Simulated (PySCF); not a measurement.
# triplet C2Si at 6 levels

We compute a comparison of 6 runs (U-r2SCAN/STO-6G, U-wB97X-V/STO-6G, UPBE0/STO-6G, NEVPT2(4,4)/STO-6G, ROCCSD(T)/STO-6G, UCCSD(T)/STO-6G) of triplet C2Si. The job is set up through a Python script.

The calculation is run with PySCF 2.14.0.

29 further runs of the same task are left out: 10 that didn't finish, 19 set aside as unsound or not needed.

### Step 1. The structure to begin with

C2Si has 3 atoms, charge 0, and is taken as a triplet. The shape is that of a GFN2-xTB optimisation. That shape belongs to the parent species and isn't relaxed for this state.

Bond lengths: C1–C2 1.259 Å, C2–Si3 1.781 Å. Angles: C1–C2–Si3 180.0°.

### Step 2. The energy at U-r2SCAN/STO-6G (run 1)

The input, job.py:

```python
from pyscf import gto, dft

molecule = gto.M(
    atom='''
C       -1.111830       0.737510      -0.522770
C       -0.135170       0.089220      -0.063600
Si       1.247000      -0.826740       0.586370
''',
    spin=2,
    max_memory=1860,
    verbose=4,
    charge=0,
    basis='sto-6g',
)

ks = dft.UKS(molecule)
ks.xc = 'r2scan'
ks.conv_tol = 1e-10
ks.grids.level = 5
ks.kernel()
if not ks.converged:
    ks = ks.newton().run(ks.mo_coeff, ks.mo_occ)

energy = ks.e_tot
print('E = %.10f Eh' % energy)
```

Launch:

```bash
$ OMP_NUM_THREADS=1 python job.py
```

What it wrote:

```text
PySCF version 2.14.0

[INPUT] num. atoms = 3
[INPUT] num. electrons = 26
[INPUT] charge = 0
[INPUT] spin (= nelec alpha-beta = 2S) = 2
[INPUT] symmetry False subgroup None
[INPUT] Mole.unit = angstrom
[INPUT] Symbol           X                Y                Z      unit          X                Y                Z       unit  Magmom
[INPUT]  1 C     -1.111830000000   0.737510000000  -0.522770000000 AA   -2.101054197075   1.393691914128  -0.987892126139 Bohr   0.0
[INPUT]  2 C     -0.135170000000   0.089220000000  -0.063600000000 AA   -0.255434280257   0.168601364834  -0.120186581522 Bohr   0.0
[INPUT]  3 Si     1.247000000000  -0.826740000000   0.586370000000 AA    2.356488477333  -1.562312176223   1.108078707661 Bohr   0.0

nuclear repulsion = 54.7130620891418
number of shells = 11
number of NR pGTOs = 114
number of NR cGTOs = 19
basis = sto-6g
ecp = {}

[... 39 lines left out ...]
[... the frontier-level lines of each cycle are left out ...]
[... 15 lines left out ...]
[... 11 lines left out ...]
[... 11 lines left out ...]
[... 11 lines left out ...]
[... 11 lines left out ...]
[... 5 lines left out ...]

cycle= 13 E= -364.109505598624  delta_E= -1.96e-10  |g|= 1.87e-06  |ddm|= 8.42e-05


cycle= 14 E= -364.109505598787  delta_E= -1.63e-10  |g|= 1.7e-06  |ddm|= 0.000113


cycle= 15 E= -364.109505598894  delta_E= -1.07e-10  |g|= 1.69e-06  |ddm|= 7.52e-05


cycle= 16 E= -364.109505598991  delta_E= -9.71e-11  |g|= 1.68e-06  |ddm|= 6.81e-05


Extra cycle  E= -364.109505599106  delta_E= -1.15e-10  |g|= 1.69e-06  |ddm|= 8.12e-05
converged SCF energy = -364.109505599106  <S^2> = 2.0732384  2S+1 = 3.0484346
E = -364.1095055991 Eh
```

Wall time 7.2 s (1 thread of Arm Neoverse V2, shared host); peak memory 0.21 GiB.

### Step 3. A single-point energy at U-wB97X-V/STO-6G (run 2)

The input, run.py:

```python
from pyscf import gto, dft

system = gto.M(
    atom='''
C     -2.101054     1.393692    -0.987892
C     -0.255434     0.168601    -0.120187
Si     2.356488    -1.562312     1.108079
''',
    verbose=4,
    unit='bohr',
    basis='sto-6g',
    spin=2,
    max_memory=1860,
)

mf = dft.UKS(system)
mf.xc = 'wb97x-v'
mf.conv_tol = 1e-10
mf.nlcgrids.level = 1
mf.grids.level = 5
mf.kernel()
if not mf.converged:
    mf = mf.newton().run(mf.mo_coeff, mf.mo_occ)

etot = mf.e_tot
print('E = %.10f Eh' % etot)
```

Launch:

```bash
$ OMP_NUM_THREADS=1 python run.py
```

What it wrote:

```text
PySCF version 2.14.0

[INPUT] num. atoms = 3
[INPUT] num. electrons = 26
[INPUT] charge = 0
[INPUT] spin (= nelec alpha-beta = 2S) = 2
[INPUT] symmetry False subgroup None
[INPUT] Mole.unit = bohr
[INPUT] Symbol           X                Y                Z      unit          X                Y                Z       unit  Magmom
[INPUT]  1 C     -1.111829895712   0.737510045442  -0.522769933250 AA   -2.101054000000   1.393692000000  -0.987892000000 Bohr   0.0
[INPUT]  2 C     -0.135169851694   0.089219806938  -0.063600221449 AA   -0.255434000000   0.168601000000  -0.120187000000 Bohr   0.0
[INPUT]  3 Si     1.246999747406  -0.826739906747   0.586370154699 AA    2.356488000000  -1.562312000000   1.108079000000 Bohr   0.0

nuclear repulsion = 54.7130672620054
number of shells = 11
number of NR pGTOs = 114
number of NR cGTOs = 19
basis = sto-6g
ecp = {}

[... 43 lines left out ...]
[... the frontier-level lines of each cycle are left out ...]
[... 3 lines left out ...]
[... 62 lines left out ...]
converged SCF energy = -364.081166427202  <S^2> = 2.0747404  2S+1 = 3.0494199
E = -364.0811664272 Eh
```

It took 20 s on 1 thread of Arm Neoverse V2, shared host; peak memory 0.2 GiB.

Runs 3 to 5 aren't shown in full; the table further down has their settings and results.

### Step 4. A single-point energy at UCCSD(T)/STO-6G (run 6)

The input, input.py:

```python
from pyscf import gto, cc

mol = gto.M(
    atom='''
C     -1.111830     0.737510    -0.522770
C     -0.135170     0.089220    -0.063600
Si     1.247000    -0.826740     0.586370
''',
    basis='sto-6g',
    charge=0,
    verbose=3,
    max_memory=1860,
    spin=2,
)

myscf = mol.UHF()
myscf.conv_tol = 1e-10
myscf.kernel()
if not myscf.converged:
    myscf = myscf.newton().run(myscf.mo_coeff, myscf.mo_occ)

mycc = cc.CCSD(myscf, frozen=7)
mycc.kernel()
e_t = mycc.ccsd_t()
e_final = mycc.e_tot + e_t
print('E(%s) = %.9f' % ('CCSD(T)', e_final))
```

Launch:

```bash
$ OMP_NUM_THREADS=1 python input.py
```

What it wrote:

```text
WARN: HOMO 0.0502210922357139 >= LUMO -0.173538466050003

converged SCF energy = -363.208935631402  <S^2> = 2.7204382  2S+1 = 3.4469918
E(UCCSD) = -363.3598033755947  E_corr = -0.1508677441925992
UCCSD(T) correction = -0.00233796966151968
E(CCSD(T)) = -363.362141345
```

Wall time 0.84 s (1 thread of Arm Neoverse V2, shared host); peak memory 0.12 GiB.

### Step 5. Overview of the runs

```csv
run,level,nlc grid,integration grid,energy (Eh),dipole moment (D) of the reference,HOMO energy (eV),⟨S²⟩,wall time
1,U-r2SCAN/STO-6G,–,5,-364.109506,1.33,-0.90,2.073,7.2 s
2,U-wB97X-V/STO-6G,1,5,-364.081166,1.09,-3.89,2.075,20 s
3,UPBE0/STO-6G,–,5,-363.947819,1.22,-1.77,2.075,3.9 s
4,"NEVPT2(4,4)/STO-6G",–,–,-363.333832,0.76,–,–,0.84 s
5,ROCCSD(T)/STO-6G,–,–,-363.361527,0.76,–,2.000,0.86 s
6,UCCSD(T)/STO-6G,–,–,-363.362141,0.57,-4.69,2.720,0.84 s
```

### Step 6. Results

| quantity | value |
| --- | --- |
| run 6: total energy | -363.36214 Eh |
| run 6: dipole moment (Hartree–Fock density) | 0.57 D |
| run 6: HOMO energy (Hartree–Fock orbitals) (highest over α and β) | -4.69 eV |
| run 6: LUMO energy (Hartree–Fock orbitals) (lowest over α and β) | 5.36 eV |
| run 6: correlation energy (7 core orbitals frozen) | -153.2 mEh |
| run 6: (T) correction | -2.34 mEh |
| run 6: ⟨S²⟩ of the reference determinant | 2.720 |
| run 6: T1 diagnostic | 0.076 |

What this shows: Over runs 1, 2, 3 the dipole moment (its size) runs from 1.09 D (U-wB97X-V/STO-6G) to 1.33 D (U-r2SCAN/STO-6G). Totals of different functionals can't be ranked against each other. In runs 1, 2, 3, 4, 5, 6 the basis is minimal, so the values are rough. Spin contamination of the reference: run 6 ⟨S²⟩ = 2.72. Where it is this large, the reference is a mixture of spin states, and values that rest on it are in doubt. All runs together took 33 s, the longest 20 s.
